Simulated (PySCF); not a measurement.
Compound: C4H7N2 (doublet state).
Cartesian coordinates in Å at the GFN2-xTB level; atoms count from 1:
```
atom  x, y, z in Å
C1    -2.4478   -0.0097   -1.3247
C2    -1.6213   -0.1724   -0.2884
N3    -0.2825    0.0879   -0.3327
C4     0.6018   -0.0582    0.6824
N5     1.8616    0.2430    0.4594
C6     2.7753    0.1327    1.3752
H7    -2.0968    0.3466   -2.2772
H8    -3.4941   -0.2287   -1.2398
H9    -1.9766   -0.5313    0.6677
H10    0.1114    0.4272   -1.2019
H11    0.2082   -0.4224    1.6334
H12    2.5740   -0.2139    2.3876
H13    3.7826    0.3996    1.1122
```

The hyperfine couplings belong to this conformer and change with its torsions.

Identity: `C=CN[CH]N=C` [radical].

The calculation used UKS B3LYP, pcH-1 on C H N, non-relativistic, mean-field spin-orbit, GIAO in PySCF 2.14.0. Geometry: GFN2-xTB, one conformer, isolated molecule. Couplings are sensitive to structure, and on GFN2-xTB geometries they can be far from those on DFT ones. The SCF solution wasn't tested for stability.

The largest Mulliken spin populations are on C6 (+0.62), C4 (+0.42), C1 (+0.18) and N5 (-0.16). Three atoms exceed +0.15. The positive populations add up to 1.33 and the negative ones to -0.33, together 2S = 1. The angles at C6 add up to 360.0°, so it is planar; its axial dipolar tensor and the negative couplings of its protons fit spin in a p orbital normal to that plane.

(1) McConnell's relation a(H) = Q·ρ ties the coupling of a proton on a planar π carbon to the spin population of that carbon. What Q do the computed values give?

(2) Leave H12 and its like out of the fit. How well does the relation then predict its coupling?

Answers

(1) 
```
  H   C    ρ(C)  a(H) (G)  a/ρ (G)
 H7  C1  +0.180     -3.80    -21.1
 H8  C1  +0.180     -4.11    -22.8
H11  C4  +0.420    -10.96    -26.1
H12  C6  +0.619    -13.70    -22.1
H13  C6  +0.619    -14.97    -24.2
```

A least-squares line through the origin gives Q = -23.6 G with Mulliken populations.

(2) The other protons give Q = -25.0 G, so a = -25.0 × 0.619 ≈ -15.46 G, against the computed -13.70 G.

Couplings in gauss use g_iso = 2.0025.

On an Arm Neoverse V1 with one thread, shared host with 32 logical CPUs at a one-minute load of 30, this took 39 s (with the writing of density and orbital grids) and 0.84 GiB of memory at its peak.

The SMILES draws the unpaired electron on C4; the largest computed Mulliken spin population is on C6 (0.62 against 0.42).
